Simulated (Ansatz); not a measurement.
Input for Ansatz (development build ahead of 0.2.0):

```yaml
crystal:
  periodic: [false, false, false]
  atoms:
    - { symbol: Li, position_ang: [0.0, 0.0, 0.0] }
    - { symbol: H, position_ang: [1.33576, 0.0, 1.12083] }
    - { symbol: H, position_ang: [-1.33576, 0.0, 1.12083] }
basis:
  gaussian: { orbitals: "6-31G" }
magnetization:
  initial_magnetization: 1
hamiltonian:
  xc: hf
correlation:
  method: fci
  frozen_orbitals: { H: 0, Li: 0 }
```

The input is written out in the form of the current development build from the run's settings.

The run gave:

- Converged: yes
- Total energy: -8.50271 hartree
- State: lowest doublet root, of any spatial symmetry
